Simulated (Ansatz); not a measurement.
## Multireference treatment of C2H2, singlet

Computed with Ansatz's Gaussian-basis code (development build); NEVPT3, NEVPT4(SD), MRCISD by development code. Basis cc-pVTZ, nonrelativistic, 2 orbitals frozen in the corrections. State-specific CASSCF; RHF is the lowest restricted (open-shell) Hartree–Fock solution met. Single-reference values can break down or jump between states where bonds are stretched. Solutions may break the symmetry of the shape. Lower solutions, or ones in other orbitals, may exist.

Geometry:

```xyz
4

C     0.0000    0.1436   -0.5909
C     0.0000   -0.1436    0.5909
H     0.0000    0.3293    1.5461
H     0.0000   -0.3293   -1.5461
```

**Question.** What do CASSCF and its corrections give against RHF in CAS(4,4), and what are the occupations?

**Answer.** CASSCF -2.217 eV, SC-NEVPT2 -8.616 eV, FIC-NEVPT2 -8.623 eV, NEVPT3 -9.201 eV, NEVPT4(SD) -9.414 eV, MRCISD -8.903 eV; occupations 1.93, 1.89, 0.10, 0.07. The MRCI reference weight is 0.926.

**Question.** How do single-reference totals in the same basis and frozen core stand against SC-NEVPT2 in CAS(4,4)?

**Answer.** CCSD(T) -0.872 eV. Coupled cluster stands on the determinant that it favours, which can lie over the RHF solution above, and is in doubt where the occupations are far from 0, 1 and 2.
